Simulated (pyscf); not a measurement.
PySCF, gas phase, ωB97X-D3(BJ)/def2-SVP geometries.

Question: HO–ZrH(OH)–OH (SMILES [OH][ZrH]([OH])[OH]) + H₃C–NH–CH₃ (SMILES CNC) → H₃C–N(CH₃)–Zr(OH)(OH)–OH (SMILES C[N](C)[Zr]([OH])([OH])[OH]) + H₂ (SMILES [H][H])
Surface: singlet. Broken: H–Zr, H–N. Formed: N–Zr, H–H. Give ΔE‡ and ΔE from ωB97M-D3(BJ)/def2-TZVP, relative to the separated reactants.

Answer: ΔE‡ = 8.0 kcal/mol, ΔE = -15.8 kcal/mol. Zero-point energy shifts the barrier by -2.8 kcal/mol. It is a four-centre exchange, with an imaginary mode of 1220i cm⁻¹. On the reactant side the descent ends in an adduct with a N–Zr contact, 25.0 kcal/mol under the separated species and 28.2 kcal/mol under the saddle at ωB97X-D3(BJ)/def2-TZVP. What is counted as formed (N–Zr) is already present as a longer contact in the reactant adduct; forming that adduct is a step of its own. At the saddle there is also a short H–Zr contact that neither side keeps. At ωB97X-D3(BJ)/def2-TZVP the barrier from the zero used here is 3.1 kcal/mol. H₃C–NH–CH₃ lies 7.8 kcal/mol over its isomer H₃C–CH₂–NH₂ (electronic energy, ωB97M-D3(BJ)/def2-TZVP). This is the saddle that the search found; another between the same sides may lie lower. Elements past Kr carry the def2 core potentials, without spin-orbit coupling.
